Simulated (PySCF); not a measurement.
# Spin states of Mg₂⁺

Unrestricted PBE0; Mg aug-cc-pVDZ; no relativity (PySCF 2.14). Outer shells of the fragments: Mg+ 3s1; Mg 3s2.

Followed along the bond (rough minima from three points):

```tsv
2Ms+1	unpaired	⟨S²⟩ at the start	R at minimum (Å)	Te (eV)
2	σ ↑	0.78	3.05	0.00
4	σ ↑↑, π ↑	3.75	none in the scan	≤ 3.31
```

Solutions found at the starting distance of 2.810 Å, counted from the lowest of them; the search is not exhaustive and high or unbound solutions are not listed, so other states can lie among these:

```json
{"2Ms+1": "2", "unpaired": "σ ↑", "term": "²Σ⁺", "E (eV)": "0.00", "⟨S²⟩": "0.78", "⟨Lz²⟩": "0.00"}
{"2Ms+1": "2", "unpaired": "π ↑", "term": "²Π", "E (eV)": "2.09", "⟨S²⟩": "0.75", "⟨Lz²⟩": "1.01"}
{"2Ms+1": "4", "unpaired": "σ ↑↑, π ↑", "term": "⁴Π", "E (eV)": "3.44", "⟨S²⟩": "3.75", "⟨Lz²⟩": "1.00"}
{"2Ms+1": "4", "unpaired": "σ ↑↑↑", "term": "⁴Σ⁺", "E (eV)": "3.74", "⟨S²⟩": "3.75", "⟨Lz²⟩": "0.00"}
{"2Ms+1": "2", "unpaired": "σ ↑↑, π ↓", "term": "mixed", "E (eV)": "4.33", "⟨S²⟩": "1.75", "⟨Lz²⟩": "1.00"}
{"2Ms+1": "4", "unpaired": "σ ↑, π ↑↑", "term": "⁴Σ⁻", "E (eV)": "5.41", "⟨S²⟩": "3.75", "⟨Lz²⟩": "0.00"}
{"2Ms+1": "4", "unpaired": "σ ↑, π ↑↑", "term": "mixed", "E (eV)": "7.24", "⟨S²⟩": "3.75", "⟨Lz²⟩": "2.00"}
{"2Ms+1": "4", "unpaired": "σ ↑↑, δ ↑", "term": "⁴Δ", "E (eV)": "8.21", "⟨S²⟩": "3.75", "⟨Lz²⟩": "4.00"}
```

A term symbol is given only where ⟨S²⟩ and ⟨Lz²⟩ are close to those of a pure state; real π, δ and φ orbitals otherwise mix terms, and g/u labels are left off.

Counting both spins, an empty level lies below a filled one in some of these solutions, because spin and occupation are held.
